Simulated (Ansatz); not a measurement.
Results of PBE (PAW; Ansatz, an electronic-structure program) for diamond.

Settings: plane-wave cutoff 500 eV, 10×10×1 k mesh (along the axes of the cell as run), gaussian smearing 0.02 eV, scalar-relativistic PAW data made under PBE.

Problem. Estimate the surface energy of the (100) face that the calculation returns.

Solution. 
- surface energy of the (100) face: 8.47 J/m²

The slab of 16 atoms is relaxed and unreconstructed.

Computed values are for the static lattice.
